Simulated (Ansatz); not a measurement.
**C₃H₇O radical: basis-set convergence**

One table from this session's results is given with a row withheld; the runs are named, their logs left out.

Computed with Ansatz 0.2.0, Gaussian basis. Level: one geometry, several basis sets.

Plan: PBE0-D4/def2-SVP; ωB97M-V/def2-SVP; PBE0-D4/def2-QZVPP; ωB97M-V/def2-QZVPP; the functionals' def2-TZVPP values are taken from earlier runs.

### The relaxed structure

All runs share one geometry, relaxed beforehand with PBE0-D4 in a triple-zeta def2 set.

SMILES `[CH2]OCC`, 11 atoms, charge 0, spin multiplicity 2.

Atoms are counted from 1 here; the program's logs count them from 0.

Bond lengths: C1–O2 1.345 Å, C1–H5 1.081 Å, C1–H6 1.086 Å, O2–C3 1.417 Å, C3–C4 1.505 Å, C3–H7 1.097 Å, C3–H8 1.098 Å, C4–H9 1.091 Å, C4–H10 1.092 Å, C4–H11 1.092 Å. Angles: O2–C1–H5 114.2°, O2–C1–H6 118.7°, H5–C1–H6 121.6°, C1–O2–C3 115.0°, O2–C3–C4 108.7°, O2–C3–H7 109.1°, O2–C3–H8 109.1°, C4–C3–H7 111.2°, C4–C3–H8 111.0°, H7–C3–H8 107.8°, C3–C4–H9 110.7°, C3–C4–H10 110.8°, C3–C4–H11 110.1°, H9–C4–H10 108.4°, H9–C4–H11 108.4°, H10–C4–H11 108.5°.

The first run:

in.yaml

```yaml
crystal:
  periodic: [false, false, false]
  atoms:
    - {symbol: C, position_ang: [-1.119584, 1.681649, 0.210611]}
    - {symbol: O, position_ang: [-0.326630, 0.809837, -0.436648]}
    - {symbol: C, position_ang: [0.141906, -0.272095, 0.349460]}
    - {symbol: C, position_ang: [0.969195, -1.178805, -0.522077]}
    - {symbol: H, position_ang: [-1.508281, 2.474180, -0.412530]}
    - {symbol: H, position_ang: [-1.646213, 1.346321, 1.098901]}
    - {symbol: H, position_ang: [0.733579, 0.121821, 1.185099]}
    - {symbol: H, position_ang: [-0.719069, -0.808217, 0.771119]}
    - {symbol: H, position_ang: [1.822792, -0.640179, -0.937555]}
    - {symbol: H, position_ang: [0.373465, -1.570439, -1.348683]}
    - {symbol: H, position_ang: [1.344340, -2.021075, 0.063001]}
basis:
  gaussian: {orbitals: def2-SVP}
magnetization: {spin_polarized: true, initial_magnetization: 1}
hamiltonian: {xc: pbe0, dispersion: d4}
output: {orbitals: {seedname: orbitals}}
```

Run with:

```sh
$ ansatz run in.yaml --threads 4 --pin off --events-out ev --progress --plain --max-ram 10444MiB
```

Steps of the session up to this table: PBE0-D4 in def2-SVP; ωB97M-V in def2-SVP; PBE0-D4 in def2-QZVPP; ωB97M-V in def2-QZVPP.

One of the session's tables, all rows but one given; the rest of the session is left out.

It belongs to the step «Functionals by basis». 

| functional | basis | HOMO (eV) |
| --- | --- | --- |
| PBE0-D4 | def2-SVP | -4.88 |
| PBE0-D4 | def2-TZVPP | ? |
| PBE0-D4 | def2-QZVPP | -5.07 |
| ωB97M-V | def2-SVP | -7.01 |
| ωB97M-V | def2-TZVPP | -7.16 |
| ωB97M-V | def2-QZVPP | -7.20 |

**Question.** Estimate the row for PBE0-D4, def2-TZVPP.

The run gave: HOMO (eV): -5.03. In the column «HOMO (eV)» it lies between PBE0-D4, def2-QZVPP (-5.07) and PBE0-D4, def2-SVP (-4.88).
